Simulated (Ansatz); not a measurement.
Results of G0W0@HSE06 (hard PAW, contour deformation; Ansatz, an electronic-structure program) for cubic BN.

The cell has the measured lattice parameters. Conventional cell: a = 3.6160 Å, b = 3.6160 Å, c = 3.6160 Å, α = 90.00°, β = 90.00°, γ = 90.00°.

The quasiparticle gap at Γ at a fixed k mesh 6×6×6:

```csv
response cutoff,value (eV)
"150 eV, 91 empty bands",11.564
"200 eV, 139 empty bands",11.668
"250 eV, 195 empty bands",11.736
"300 eV, 256 empty bands",11.778
```

**Question.** Taking the value to converge with the response cutoff E as E^(−3/2), extrapolate from the last two rows.

**Answer.** With y = y∞ + c/w and weights w = 3953 and 5196 for the last two rows, y∞ = (w2 y2 − w1 y1)/(w2 − w1) = (5196 × 11.778 − 3953 × 11.736)/1243 = 11.912 eV, which lies 0.134 beyond the last row. Successive pairs of rows give 11.861, 11.907, 11.912. The limit also hangs on the law assumed, so its last digits aren't firm.

The other settings are not extrapolated, so this is the limit in one setting alone.

At the last cutoff the smallest gap on this mesh is 6.78 eV, with an edge away from Γ.

Note: GW on a hybrid start was not checked against another program.
